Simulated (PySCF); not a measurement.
**SVWN5/STO-3G run of HBS (hydrogen boron sulfide)**

What is the energy change on altering one bond length of HBS (hydrogen boron sulfide) at SVWN5/STO-3G? 

The calculation is run with PySCF 2.14.0.

9 further runs of the same task are left out: 9 set aside as unsound or not needed.

## (1) Starting point

The species is HBS (3 atoms), meant as a singlet with charge 0. SMILES: `B=S`. The coordinates come from a GFN2-xTB relaxation.

Bond lengths: B1–S2 1.592 Å, B1–H3 1.144 Å. Angles: S2–B1–H3 179.9°.

## (2) The energy at SVWN5/STO-3G

File job.py:

```python
from pyscf import gto, dft

mol = gto.M(
    atom='''
B     -0.041030    -0.016100     0.142540
S      0.395320     0.146510    -1.379660
H     -0.354300    -0.130410     1.237110
''',
    basis='sto-3g',
    max_memory=1860,
    verbose=3,
)

mf = dft.RKS(mol, xc='svwn')
mf.conv_tol = 1e-10
mf.grids.level = 5
mf.kernel()
if not mf.converged:
    mf = mf.newton().run(mf.mo_coeff, mf.mo_occ)

e_tot = mf.e_tot
print(f'total energy: {e_tot:.8f} hartree')
```

The run is started by

```bash
$ OMP_NUM_THREADS=1 python job.py
```

The program printed:

```text
converged SCF energy = -417.234124727909
total energy: -417.23412473 hartree
```

Wall time 1.1 s (1 thread of Arm Neoverse V2, shared host); peak memory 0.13 GiB.

## (3) The distorted shape at the same level

File run.py:

```python
from pyscf import gto, dft

mol = gto.M(
    atom=[
    ('B', (0.115615, 0.041059, -0.404781)),
    ('S', (0.551965, 0.203669, -1.926981)),
    ('H', (-0.354300, -0.130410, 1.237110)),
],
    max_memory=1860,
    verbose=3,
    basis='sto-3g',
    spin=0,
)

myscf = dft.RKS(mol, xc='svwn')
myscf.conv_tol = 1e-10
myscf.grids.level = 5
myscf.kernel()
if not myscf.converged:
    myscf = myscf.newton().run(myscf.mo_coeff, myscf.mo_occ)

energy = myscf.e_tot
print(f'total energy: {energy:.8f} hartree')
```

The run is started by

```bash
$ OMP_NUM_THREADS=1 python run.py
```

The program printed:

```text
converged SCF energy = -417.146157224555
total energy: -417.14615722 hartree
```

It took 1.1 s on 1 thread of Arm Neoverse V2, shared host; peak memory 0.13 GiB.

## (4) Outcome

Level: SVWN5/STO-3G.

| quantity | value |
| --- | --- |
| first shape: total energy | -417.23412 Eh |
| first shape: dipole moment | 0.11 D |
| first shape: HOMO energy | -4.53 eV |
| first shape: LUMO energy | 1.92 eV |
| first shape: HOMO–LUMO gap | 6.45 eV |
| distorted shape: total energy | -417.14616 Eh |
| distorted shape: dipole moment | 0.21 D |
| distorted shape: HOMO energy | -4.50 eV |
| distorted shape: LUMO energy | 2.06 eV |
| distorted shape: HOMO–LUMO gap | 6.56 eV |
| energy change with the B1–H3 bond stretched from 1.144 to 1.716 Å | 2.394 eV |

In words: With the B1–H3 bond stretched from 1.144 to 1.716 Å the energy rises by 2.39 eV (55 kcal/mol). The first shape isn't relaxed at this level, so the change isn't measured from a minimum. The minimal basis adds a large error of its own.
